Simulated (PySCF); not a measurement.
Molecule: oxalyl dichloride (SMILES C(C(=O)Cl)(=O)Cl).

Mapped SMILES: `[O:1]=[C:2]([Cl:3])[C:4](=[O:5])[Cl:6]`.

Geometry PBE0-D3(BJ)/def2-SVP throughout; GIAO in PySCF 2.14.0 with density-fitted response routines, gas phase, one conformer, non-relativistic; equivalent atoms averaged; basis pcSseg-2.

(1) How do the absolute shieldings σ depend on the functional? (ppm; last column core-seconds on 1 thread of an Arm Neoverse V1, shared host)

(2) Which nucleus moves most, in ppm?

Results:

(1) 
| functional | kind | O1/O5 | C2/C4 | Cl3/Cl6 | core-s |
| --- | --- | --- | --- | --- | --- |
| WP04 | global hybrid | -273.4 | -6.5 | 440.1 | 18 |
| B97-2 | global hybrid | -266.5 | 11.8 | 504.3 | 17 |
| BHandHLYP | global hybrid | -297.7 | 9.2 | 524.1 | 17 |
| CAM-B3LYP | range-separated hybrid | -289.0 | 4.5 | 494.0 | 24 |
| wB97X-D | range-separated hybrid | -286.8 | 8.6 | 503.0 | 24 |
| LC-wPBE | range-separated hybrid | -284.7 | 9.3 | 523.6 | 32 |

(2) Cl3/Cl6 (chlorine bonded to C): from 440.1 ppm with WP04 to 524.1 ppm with BHandHLYP. The smallest spread is 18.3 ppm, at C2/C4.
